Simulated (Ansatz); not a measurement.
`FC(F)(F)S`: the same geometry under several functionals.

```yaml
crystal:
  periodic: [false, false, false]
  atoms:
    - {symbol: F, position_ang: [0.555720, -0.904597, 1.298349]}
    - {symbol: C, position_ang: [0.126142, -0.394895, 0.146535]}
    - {symbol: F, position_ang: [-0.982303, -1.045035, -0.208457]}
    - {symbol: F, position_ang: [1.041690, -0.649749, -0.788436]}
    - {symbol: S, position_ang: [-0.150001, 1.372131, 0.387082]}
    - {symbol: H, position_ang: [-0.549249, 1.558146, -0.881173]}
basis:
  gaussian: {orbitals: def2-TZVPP}
hamiltonian: {xc: {name: B97M-V}}
output: {orbitals: {seedname: orbitals}}
```

```sh
$ ansatz run in.yaml --threads 2 --pin off --events-out ev --progress --plain
```

Shortened log:

```
Functional definition: B97M-V
991 factors; their error is unknown
mean field evaluation 1: about -20036.0689 eV, gradient 3.9e1 eV
mean field evaluation 2: about -20034.2777 eV, gradient 5.4e1 eV
mean field evaluation 4: about -20038.0012 eV, gradient 1.3e0 eV
mean field evaluation 8: about -20037.9883 eV, gradient 3.4e-2 eV
mean field evaluation 16: about -20037.9883 eV, gradient 2.4e-5 eV
mean field -20037.98829436 eV, -736.3824875814 hartree, gradient 2.4e-5 eV, S^2 0.000000; 0 other end points of the search recorded, 0 dependent functions left out
reference -20037.98833102 eV, -736.3824889286 hartree; 25, 25 occupied and 155, 155 virtual orbitals, 991 factors
Total energy: -20037.98833102 eV, -736.3824889286 hartree
```

Hardware: 2 threads of a server CPU on a shared host. Wall time 3.1 s, peak host memory 0.26 GiB.

The same input with `hamiltonian: {xc: {name: PBE-QIDH}}` (abridged; 2.7 s):

```
Functional definition: PBE-QIDH
mean field evaluation 16: about -20016.6689 eV, gradient 8.3e-5 eV
mean field -20016.66885878 eV, -735.5990127745 hartree, gradient 3.1e-6 eV, S^2 0.000000
9 core orbitals not correlated: weight in the atoms' cores, before any rotation towards them, 1.000 or more for the frozen orbitals, at most 0.000 for the correlated occupied ones
second order -32.64552571 eV of doubles, -0.00000000 eV of singles
Total energy: -20027.55070823 eV, -735.9989133660 hartree
```

With the line `hamiltonian: {xc: {name: BLYP}, dispersion: d4}` (abridged; 1.1 s):

```
Functional definition: BLYP
mean field evaluation 16: about -20042.7009 eV, gradient 4.6e-5 eV
mean field -20042.70091303 eV, -736.5556731233 hartree, gradient 4.6e-5 eV, S^2 0.000000
Total energy: -20042.95423587 eV, -736.5649825659 hartree
```

With the line `hamiltonian: {xc: pbe, dispersion: d4}` and forces (abridged; 1.2 s):

```
Functional definition: PBE
mean field evaluation 16: about -20030.2586 eV, gradient 7.6e-5 eV
mean field -20030.25857239 eV, -736.0984255385 hartree, gradient 1.7e-5 eV, S^2 0.000000
Total energy: -20030.36795032 eV, -736.1024451032 hartree
Atom 0 force     0.307569    -0.314484     0.859027 eV/Å
Atom 1 force    -0.083200     0.440104     0.009599 eV/Å
Atom 2 force    -0.833673    -0.449003    -0.259270 eV/Å
Atom 3 force     0.678660    -0.153717    -0.692557 eV/Å
Atom 4 force     0.008533     0.439826     0.329717 eV/Å
Atom 5 force    -0.077889     0.037276    -0.246516 eV/Å
Dipole moment:    -0.083173     0.214151    -0.144549 e Å
```

Changing it to `hamiltonian: {xc: {name: B3LYP}, dispersion: d4}` and forces (abridged; 1.9 s):

```
Functional definition: B3LYP
mean field evaluation 16: about -20044.0831 eV, gradient 4.2e-5 eV
mean field -20044.08307536 eV, -736.6064666520 hartree, gradient 4.2e-5 eV, S^2 0.000000
Total energy: -20044.26112530 eV, -736.6130098665 hartree
Atom 0 force     0.153977    -0.190070     0.407780 eV/Å
Atom 1 force    -0.034695     0.208909     0.021360 eV/Å
Atom 2 force    -0.386827    -0.237579    -0.124106 eV/Å
Atom 3 force     0.323181    -0.098991    -0.327478 eV/Å
Atom 4 force    -0.052070     0.288551     0.014749 eV/Å
Atom 5 force    -0.003566     0.029180     0.007694 eV/Å
Dipole moment:    -0.090214     0.255448    -0.140979 e Å
```

With the line `hamiltonian: {xc: {name: wB97M-V}}` and forces (abridged; 6 s):

```
Functional definition: wB97M-V
mean field evaluation 16: about -20040.9705 eV, gradient 3.1e-5 eV
mean field -20040.97053618 eV, -736.4920829469 hartree, gradient 3.1e-5 eV, S^2 0.000000
Total energy: -20040.97056586 eV, -736.4920840378 hartree
Atom 0 force     0.089554    -0.119766     0.230833 eV/Å
Atom 1 force    -0.056284     0.277761    -0.007013 eV/Å
Atom 2 force    -0.203421    -0.119595    -0.058247 eV/Å
Atom 3 force     0.171717    -0.046412    -0.165665 eV/Å
Atom 4 force    -0.031896     0.031326    -0.090218 eV/Å
Atom 5 force     0.030331    -0.023315     0.090310 eV/Å
Dipole moment:    -0.090838     0.259559    -0.140357 e Å
```

B3LYP takes the VWN-RPA correlation (the form of Gaussian; ORCA's B3LYP/G).
